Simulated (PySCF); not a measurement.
Atomic charges against the basis set

Species: AlH₆N.
Atom-mapped SMILES: `[NH3+:1][AlH3-:2]` (hydrogens: H3, H4, H5 on N1; H6, H7, H8 on Al2)

PBE0 throughout (PySCF), one geometry, spherical d and f functions. Geometry: PBE0-D3(BJ)/def2-SVP; no solvent, vibrations or thermal averaging. Atoms taken as equivalent share a column and are averaged.

Mulliken charges (e):

```
        basis  functions      N1     Al2  H3/H4/H5  H6/H7/H8
       STO-3G         20  -0.489  +0.655    +0.236    -0.292
        6-31G         34  -0.956  +0.458    +0.384    -0.218
     pcSseg-0         34  -0.900  +0.666    +0.365    -0.288
       6-31G*         44  -0.976  +0.217    +0.403    -0.150
      cc-pVDZ         62  -0.147  +0.150    +0.148    -0.149
     def2-SVP         62  -0.245  +0.381    +0.170    -0.216
6-311+G(2d,p)         98  -0.783  +0.463    +0.303    -0.196
  aug-cc-pVDZ        104  -0.225  -0.109    +0.104    +0.007
    def2-TZVP        104  -0.559  +0.157    +0.287    -0.153
     IGLO-III        139  -0.701  +0.820    +0.297    -0.336
      cc-pVTZ        148  -0.127  +0.082    +0.161    -0.146
```

IAO charges (e):

```tsv
basis	functions	N1	Al2	H3/H4/H5	H6/H7/H8
STO-3G	20	-0.528	+0.790	+0.252	-0.339
6-31G	34	-0.619	+0.318	+0.297	-0.197
pcSseg-0	34	-0.593	+0.343	+0.290	-0.206
6-31G*	44	-0.610	+0.394	+0.292	-0.220
cc-pVDZ	62	-0.604	+0.397	+0.290	-0.221
def2-SVP	62	-0.594	+0.425	+0.288	-0.231
6-311+G(2d,p)	98	-0.629	+0.428	+0.297	-0.230
aug-cc-pVDZ	104	-0.621	+0.404	+0.296	-0.223
def2-TZVP	104	-0.628	+0.435	+0.297	-0.233
IGLO-III	139	-0.630	+0.438	+0.298	-0.233
cc-pVTZ	148	-0.627	+0.424	+0.297	-0.229
```

Hirshfeld charges (e):

```csv
basis,functions,N1,Al2,H3/H4/H5,H6/H7/H8
STO-3G,20,-0.089,+0.386,+0.134,-0.233
6-31G,34,-0.133,+0.243,+0.160,-0.197
pcSseg-0,34,-0.128,+0.267,+0.161,-0.207
6-31G*,44,-0.129,+0.238,+0.160,-0.196
cc-pVDZ,62,-0.144,+0.271,+0.161,-0.203
def2-SVP,62,-0.143,+0.273,+0.163,-0.206
"6-311+G(2d,p)",98,-0.163,+0.295,+0.160,-0.204
aug-cc-pVDZ,104,-0.172,+0.298,+0.160,-0.202
def2-TZVP,104,-0.163,+0.282,+0.162,-0.202
IGLO-III,139,-0.169,+0.285,+0.162,-0.201
cc-pVTZ,148,-0.163,+0.281,+0.163,-0.202
```

Which scheme is steadiest as the basis changes?

Largest range over the bases for any column: Hirshfeld 0.15 e, IAO 0.47 e, Mulliken 0.93 e. Hirshfeld charges move least and Mulliken charges most, counted in e. Without the minimal STO-3G basis the ranges are Hirshfeld 0.06, IAO 0.12, Mulliken 0.93 e.

How much do the charges still move between the two largest bases, IGLO-III and cc-pVTZ?

At most, over all atoms: Mulliken 0.738 e, IAO 0.014 e, Hirshfeld 0.006 e.

What do the same runs give for the total energy, the frontier levels and the dipole moment?

| basis | energy (Eh) | HOMO (eV) | LUMO (eV) | μ (D) |
| --- | --- | --- | --- | --- |
| STO-3G | -296.9355 | -4.15 | 8.03 | 5.59 |
| 6-31G | -300.5561 | -7.36 | 0.06 | 5.95 |
| pcSseg-0 | -300.1923 | -7.54 | 0.08 | 6.16 |
| 6-31G* | -300.5844 | -7.32 | 0.12 | 5.76 |
| cc-pVDZ | -300.6067 | -7.34 | 0.07 | 5.59 |
| def2-SVP | -300.4894 | -7.34 | 0.08 | 5.75 |
| 6-311+G(2d,p) | -300.6352 | -7.42 | -0.79 | 5.44 |
| aug-cc-pVDZ | -300.6136 | -7.42 | -0.99 | 5.37 |
| def2-TZVP | -300.6406 | -7.41 | -0.37 | 5.49 |
| IGLO-III | -300.6445 | -7.42 | -0.52 | 5.45 |
| cc-pVTZ | -300.6423 | -7.41 | -0.29 | 5.47 |

The dipole is fixed by the density alone, so its range of 0.79 D shows that the density itself changes with the basis, not only its division among atoms.
